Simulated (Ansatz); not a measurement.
The same path of CH2NO (5 atoms, charge -1, multiplicity 1) was run 3 times with different band settings. Lost on the way: C2–H5. Made: O3–H5.

Method: Ansatz 0.2.0, RKS CAM-B3LYP-D4/def2-SVP.

Relaxed end points:

```xyz
5
Properties=species:S:1:pos:R:3
N -0.080 0.076 -1.005
C 0.226 -0.207 0.241
O 1.084 -0.992 0.680
H -0.838 0.767 -0.962
H -0.392 0.356 1.045
```

```xyz
5
Properties=species:S:1:pos:R:3
N -0.079 0.075 -1.138
C -0.261 0.239 0.132
O 0.667 -0.611 0.836
H -0.765 0.702 -1.577
H 0.439 -0.404 1.746
```

Common settings: movable images 7; climbing image yes; spring 5.0 eV/Å²; optimiser quadratic models (default); start path through a guess of the saddle point; iteration limit 60; end points relaxed.

| run | force threshold |
| --- | --- |
| 1 | 0.05 eV/Å |
| 2 | 0.2 eV/Å |
| 3 | 0.2 eV/Å |

Question: What does each run give, and how far can it be trusted?

Answer: Run 1: converged after 7 iterations, highest image 3.147 eV above the first end. A vibrational analysis at the climbing image gives one clearly imaginary mode, 1868i cm⁻¹: a first-order saddle point.
Run 2: converged after 6 iterations, highest image 3.147 eV above the first end. The threshold of 0.2 eV/Å is loose, so the images may lie well off the minimum-energy path. Another band between the same ends (7 images) ends at a top of the same energy, where a vibrational analysis finds 1 clearly imaginary mode.
Run 3: converged after 6 iterations, highest image 3.147 eV above the first end. The threshold of 0.2 eV/Å is loose, so the images may lie well off the minimum-energy path. Another band between the same ends (7 images) ends at a top of the same energy, where a vibrational analysis finds 1 clearly imaginary mode.
The orbitals stay closed-shell, which can raise the energy where a bond breaks towards radicals; this wasn't checked here. Limits of this set-up: an anion without diffuse functions, the dipole of an ion depends on the origin.
